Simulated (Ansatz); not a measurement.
# SiH⁻, singlet in aug-cc-pVDZ: errors against full CI

Geometry: a point of a stretch scan, not a stationary point.

```xyz
2

Si    0.0000    0.0000    0.0000
H     0.0000    0.0000    1.6910
```

Basis aug-cc-pVDZ; Ansatz 0.2.0. Correlated methods freeze the noble-gas cores, which leaves 6 electrons in 31 orbitals. R marks a restricted (for open shells ROHF) determinant, U an unrestricted one. Active spaces: pair = (2e, 2o) about the gap; valence = (6e, 5o) chosen from the atoms' valence shells.

Full CI is exact within this basis and frozen core; it isn't the basis-set limit. The frozen core follows each run's orbitals, which can shift R against U totals by a few meV.

The determinant fills πx and πy unequally, so it is a mixture of Σ and Δ, which weighs on every level built on one determinant.

* UHF ⟨S²⟩: 1.037
* T1 diagnostic (RCCSD): 0.0143
* largest doubles amplitude (RCCSD): 0.146

```tsv
level	E − E(full CI) (kcal/mol)	share of correlation (%)	wall time
RHF	85.23	0.00	–
UHF†	61.13	–	–
RMP2	24.96	70.72	–
UMP2†	10.45	–	–
CISD	12.16	85.73	0.99 s
RCCSD	7.22	91.53	–
UCCSD*†	-6.65	–	–
RCCSD(T)	3.90	95.43	1.2 s
UCCSD(T)*†	-9.96	–	4 s
BCCD(T)	3.92	95.40	0.87 s
RCCSDT*	0.77	99.10	–
UCCSDT*†	-14.90	–	–
RCCSDT(Q)*	-0.17	100.20	2.5 s
UCCSDT(Q)*†	-16.20	–	9 s
```

An asterisk marks runs whose energy the program itself flagged as in doubt. A dagger marks rows that describe another state than the reference (another or a broken symmetry, a higher spin or other natural occupations), so the difference isn't the method's error.

The correlation energy at full CI, counted from RHF, is -3.696 eV. That run took 50 s on 1 thread of Arm Neoverse V1, shared host over 5,065,957 determinants.

Run but not shown, since their state, orbitals or frozen core can't be matched to the reference's or they repeat it: CASSCF (pair space), NEVPT2 (pair space), MRCISD (pair space), MRCISD+Q (pair space), CASSCF (valence space), NEVPT2 (valence space), NEVPT4(SD) (valence space), MRCISD (valence space), MRCISD+Q (valence space).

Times hold each run's SCF and search for its determinant on a shared host, so for small cases they say little of a method's own cost; they ran on 1 thread of Arm Neoverse V1. Some runs computed forces too.

More than 5 meV below full CI, which no variational method can be: RCCSDT(Q).

Unrestricted levels hold only the spin's projection, and here they fall towards a lower state of higher spin.

The full-CI state has the irrep A1 of C2v, in the program's axes (one component, if the state is degenerate).

Natural occupations of full CI about the gap: 1.943 1.904 0.976 0.961 0.049 0.025 0.025 0.024 0.015 0.015; effectively unpaired electrons, Σ n²(2−n)², 2.06. No single determinant describes this state well, so single-reference rows can miss without a flag.
